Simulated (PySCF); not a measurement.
Consider `CC=C=CC` (C5H8). Atom numbers as in the mapped SMILES `[CH3:1][CH:2]=[C:3]=[CH:4][CH3:5]`.

Computed at ωB97X-D3(BJ)/ma-def2-TZVP // PBE0-D3(BJ)/def2-SVP with PySCF (density fitting, grid level 2). The prefix ma- adds one diffuse s and one diffuse p function on all atoms but H. Zero-point and thermal terms (298.15 K, 1 bar) come from unscaled PBE0-D3(BJ)/def2-SVP harmonic frequencies, with soft modes damped to free rotors in the entropy.

(1) What are the vertical and the adiabatic ionisation energy for forming the radical cation?

(2) Where does the unpaired spin of the relaxed radical cation sit?

(3) What oxidation potential follows in THF (IEF-PCM), given that Fc+/Fc comes at 4.74 V absolute with this functional and basis?

(4) How far is −ε(HOMO) from the vertical value by ΔSCF?

Results:

(1) 9.21 eV vertical and 8.63 eV adiabatic, the latter with zero-point energy.

(2) C3 (alkene carbon) 0.33, C4 (alkene carbon) 0.27, C2 (alkene carbon) 0.27 (intrinsic atomic orbital populations).

(3) In the gas phase ΔG of oxidation is 8.602 eV, and solvation is -7.1 kJ/mol for the parent and -201.8 kJ/mol for the product, so the absolute potential is 6.58 V, or 1.84 V against Fc+/Fc. Fc+/Fc in THF, 4.74 V, is ωB97X-D3(BJ)/ma-def2-TZVP on PBE0-D3(BJ)/def2-SVP structures with GFN2-xTB thermal terms. Benchmark calculations put it near 5.0 V in acetonitrile and DMSO, so it is about 0.3 V low, and the value against it can read up to that much too high. The solvent is electrostatics only, on gas-phase structures; the absolute scale refers to an electron at rest in vacuum.

(4) −ε(HOMO) = 9.46 eV, which is 0.26 eV above the ΔSCF value.

Differences come from unrounded values, so a last digit can differ from that of the printed terms.
